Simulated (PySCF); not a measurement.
Species: C4H9NO.
SMILES: `[H]/N=C(\C)COC`

Torsions of this conformer, `[H]/[N:6]=[C:4](/[CH2:3][O:2][CH3:1])[CH3:5]`: C1–O2–C3–C4 73°, O2–C3–C4–C5 55°.

The closed-shell ground state was solved at several levels (PySCF, density fitting, gas phase, non-relativistic). Geometry: GFN2-xTB, one conformer, isolated molecule.

```
         level  basis functions  total energy (Eh)  HOMO (eV)  LUMO (eV)  gap (eV)  dipole (D)
 PBE0/pcSseg-1              147          -287.4153      -7.10       0.00      7.10        1.51
PBE0/def2-SVPD              195          -287.2575      -7.20      -0.21      6.99        1.52
```

Problem. Estimate the row for wB97X-D/def2-SVPD, a basis of 195 functions; the other rows only guide the guess.

Solution. Total energy -287.4972 Eh, HOMO -9.11 eV, LUMO 1.64 eV, gap 10.75 eV, dipole 1.54 D.

Problem. Over all these levels, which gives the widest orbital gap and which the narrowest?

Solution. wB97X-D/def2-SVPD (range-separated hybrid) has the widest, 10.75 eV, and PBE0/def2-SVPD (global hybrid, 25 % exact exchange) the narrowest, 6.99 eV. The two share the basis. From the narrowest to the widest the HOMO moves by -1.91 eV and the LUMO by +1.85 eV.

Problem. How far do the dipole and the HOMO energy spread over the levels?

Solution. The dipole runs from 1.51 to 1.54 D (mean 1.52 D) and the HOMO from -9.11 to -7.10 eV.

Note: wB97X-D ran without an empirical dispersion term, which enters the total energy and its gradient alone.
